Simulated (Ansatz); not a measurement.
Input for Ansatz (development build ahead of 0.2.0):

```yaml
crystal:
  periodic: [false, false, false]
  atoms:
    - { symbol: O, position_ang: [0.00328, 0.00477, 0.00172] }
    - { symbol: H, position_ang: [0.94017, -0.07004, 0.11683] }
    - { symbol: O, position_ang: [2.90367, 0.00221, -0.00019] }
    - { symbol: H, position_ang: [3.48734, 0.71333, -0.06588] }
    - { symbol: H, position_ang: [3.51873, -0.6684, -0.0714] }
    - { symbol: O, position_ang: [-1.2056, 2.69252, 0.31063] }
    - { symbol: H, position_ang: [-0.79882, 1.87166, 0.17599] }
    - { symbol: H, position_ang: [-2.11872, 2.48137, 0.45149] }
basis:
  gaussian: { orbitals: def2-SVP }
magnetization:
  spin_polarized: true
  initial_magnetization: 1
hamiltonian:
  xc: hf
output:
  forces: true
```

The input is written out in the form of the current development build from the run's settings.

Results

```
Converged                       : yes
Total energy                    : -227.26183 hartree
Spin squared of the determinant : 0.755
Stability test                  : minimum
```

Forces (eV/Å):
```csv
atom,Fx,Fy,Fz
O1,-0.854,-0.050,-0.063
H2,0.912,0.001,0.032
O3,-1.440,0.443,0.189
H4,0.397,1.981,-0.042
H5,1.004,-2.450,-0.121
O6,-0.893,1.224,0.253
H7,0.697,-1.252,-0.220
H8,0.176,0.103,-0.027
```
